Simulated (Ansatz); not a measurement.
# CCl4: the cost of one run

Program: Ansatz 0.2.0. Level of theory: the levels named in each step. These are calculated values, not measurements.

**1. Starting point**

Bond lengths: Cl1–C2 1.769 Å, C2–Cl3 1.769 Å, C2–Cl4 1.769 Å, C2–Cl5 1.769 Å. Angles: Cl1–C2–Cl3 109.4°, Cl1–C2–Cl4 109.5°, Cl1–C2–Cl5 109.5°, Cl3–C2–Cl4 109.5°, Cl3–C2–Cl5 109.5°, Cl4–C2–Cl5 109.4°.

Structure file:

```xyz
5

Cl    1.3507   -1.1389   -0.0911
C     0.0002   -0.0003   -0.0001
Cl    0.6252    1.6549   -0.0016
Cl   -1.0619   -0.2319   -1.3958
Cl   -0.9130   -0.2839    1.4884
```

**2. A rough first relaxation, PBE-D4/def2-SVP**

This run stands in another session on the same molecule. It ended at:

```xyz
5

Cl    1.3648   -1.1515   -0.0916
C     0.0001   -0.0002    0.0000
Cl    0.6312    1.6727   -0.0020
Cl   -1.0729   -0.2339   -1.4110
Cl   -0.9222   -0.2872    1.5046
```

**3. Relaxation, PBE0-D4/def2-TZVPP**

This run stands in another session on the same molecule. It ended at:

```xyz
5

Cl    1.3456   -1.1356   -0.0903
C     0.0002    0.0000    0.0000
Cl    0.6223    1.6494   -0.0020
Cl   -1.0578   -0.2307   -1.3911
Cl   -0.9092   -0.2832    1.4834
```

**4. Frequencies, PBE0-D4/def2-TZVPP**

Input file input.yaml:

```yaml
crystal:
  periodic: [false, false, false]
  atoms:
    - { symbol: Cl, position_ang: [1.34559044, -1.13559841, -0.09034627] }
    - { symbol: C, position_ang: [0.00021449, -1.414e-05, -1.806e-05] }
    - { symbol: Cl, position_ang: [0.62234369, 1.6494407, -0.00200569] }
    - { symbol: Cl, position_ang: [-1.05784156, -0.23065616, -1.39108698] }
    - { symbol: Cl, position_ang: [-0.90923707, -0.283242, 1.48336701] }
basis:
  gaussian: { orbitals: def2-TZVPP }
hamiltonian:
  xc: pbe0
  dispersion: d4
phonons: {}
```

Run with:

```
$ ansatz run input.yaml --threads 4 --pin off --max-ram 10240MiB --backend cpu --events-out ev --progress --plain --runs-dir out
```

What time and memory should one allow on 4 threads of Intel Xeon 6975P-C (Granite Rapids), shared host?

About 19 s, with a peak of 0.7 GiB.
